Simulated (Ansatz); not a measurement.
Task: a rigid torsion scan of C3H4ClN, SMILES C=N/C=C/Cl, with Ansatz 0.2.0, Python API. Give the script and its output. Settings (for the species named): Hartree-Fock, cc-pVDZ basis, multiplicity 1.

```yaml
atoms:
  - { symbol: C, position_ang: [-1.8257, -0.0641, 0.1920] }
  - { symbol: N, position_ang: [-0.7393, 0.5946, -0.0314] }
  - { symbol: C, position_ang: [0.4197, -0.1350, -0.0178] }
  - { symbol: C, position_ang: [1.6068, 0.4357, -0.2357] }
  - { symbol: Cl, position_ang: [3.0805, -0.4364, -0.2283] }
  - { symbol: H, position_ang: [-1.8680, -1.1503, 0.3872] }
  - { symbol: H, position_ang: [-2.7893, 0.4704, 0.1935] }
  - { symbol: H, position_ang: [0.3764, -1.2061, 0.1748] }
  - { symbol: H, position_ang: [1.7389, 1.4911, -0.4344] }
```

`c3h4cln.py`
```python
import ansatz as az
from ase import Atoms

params = {
    "basis_set": "cc-pVDZ",
    "xc": "hf",
    "fmax": 0.02,
}

atoms = Atoms(["C", "N", "C", "C", "Cl", "H", "H", "H", "H"], positions=[
    [-1.8257, -0.0641, 0.192],
    [-0.7393, 0.5946, -0.0314],
    [0.4197, -0.135, -0.0178],
    [1.6068, 0.4357, -0.2357],
    [3.0805, -0.4364, -0.2283],
    [-1.868, -1.1503, 0.3872],
    [-2.7893, 0.4704, 0.1935],
    [0.3764, -1.2061, 0.1748],
    [1.7389, 1.4911, -0.4344],
])

first = az.Crystal.molecule_from_ase(atoms).calculation()
first = first.basis(gaussian=params["basis_set"]).functional(params["xc"])
first = first.relax(force_tolerance=params["fmax"], max_steps=80)
atoms.positions = first.run(threads=1, backend="cpu").report["positions_ang"]

start = atoms.get_dihedral(1, 2, 3, 4)
energies = {}
for turn in range(0, 360, 30):
    turned = atoms.copy()
    turned.set_dihedral(1, 2, 3, 4, start + turn, indices=[3, 4, 8])
    base = (
        az.Crystal.molecule_from_ase(turned).calculation()
        .basis(gaussian=params["basis_set"])
        .functional(params["xc"])
    )
    energies[round((start + turn) % 360)] = base.run(threads=1, backend="cpu").report["free_energy_ev"]
floor = min(energies.values())
print("dihedral N1-C2-C3-Cl4 (deg)   E - E(min) (kcal/mol)")
for angle, e in sorted(energies.items()):
    print(f"{angle:8d} {23.060548 * (e - floor):14.3f}  " + "#" * int(30 * (e - floor) / max(max(energies.values()) - floor, 1e-9)))
```

`python c3h4cln.py` gives:
```text
dihedral N1-C2-C3-Cl4 (deg)   E - E(min) (kcal/mol)
       0          2.342
      30         14.086  ####
      60         49.212  ##############
      90        104.776  ##############################
     120         48.668  #############
     150         12.466  ###
     180          0.000
     210         12.502  ###
     240         48.737  #############
     270        104.686  #############################
     300         49.146  ##############
     330         14.053  ####
```

The scan is rigid and the energies are electronic, in a modest basis. With rigid groups the curve can differ much from the relaxed path, the start wasn't checked as a minimum of this torsion, and equivalent turns needn't return to the same energy. Wall time of the script: 18 s on 1 thread of Intel(R) Xeon(R) 6975P-C (Granite Rapids) (shared host), peak memory 0.26 GiB.
